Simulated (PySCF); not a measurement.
## How methods differ on the ionisation energy of He

He 1s2 (1S) → He+ 1s1 (2S), as a difference of total energies. Calculation: PySCF 2.14, in jorge-DZP-DKH (2s1p, 5 functions); the spin-free X2C one-electron Hamiltonian (Gaussian nucleus). Correlated levels: valence: nothing frozen. The calculations carry no spin-orbit coupling.

| method | ionisation energy (eV) |
| --- | --- |
| UHF | 23.444 |
| MN15 | 24.856 |
| TPSS | 24.702 |
| SCS-MP2 (valence) | 24.289 |

Question: Estimate what MP2 (valence) gives.

Answer: 24.148 eV, closest to SCS-MP2 (valence) among the rows shown.

Question: Estimate what CCSD (valence) gives.

Answer: 24.325 eV, closest to SCS-MP2 (valence) among the rows shown.

Errors of the correlated levels include the incompleteness of this basis.

With two correlated electrons CCSD is exact in that space.

For comparison: 24.587 eV (measured; NIST Atomic Spectra Database, ionization energies).
